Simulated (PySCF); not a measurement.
# Relaxation of doublet SON

Method: PySCF, UPBE0, basis S def2-TZVP, O def2-TZVP, N def2-TZVP (no relativity, density fitting). A (50,194) grid was used.

A hand-made bent start, of Cs symmetry, held to at least that symmetry:

Coordinates in bohr (charge 0 multiplicity 2):
```
S     0.0646    0.0000   -0.7996
O    -2.2728    0.0000    0.8371
N     2.4485    0.0000    0.8696
```

What forces act on the atoms at the start (eV/Å)?


```json
{"atom": "S1", "Fx": "-1.43", "Fy": "0.00", "Fz": "2.75"}
{"atom": "O2", "Fx": "1.72", "Fy": "0.00", "Fz": "-1.88"}
{"atom": "N3", "Fx": "-0.29", "Fy": "0.00", "Fz": "-0.86"}
```

What does it relax to?

It ends at Cs with S–N 1.503 Å, S–O 1.451 Å; N–S–O 124.0°. A frequency run shows a minimum.

How much energy is released, and in how many steps?

18.2 kJ/mol in 5 steps.

The relaxation took 7.1 s on 4 threads of a shared Arm Neoverse V2 host, with 99 basis functions and 6 gradients; the process peaked at 0.45 GiB. Launch command: `OMP_NUM_THREADS=4 python axn.py task.json out`.
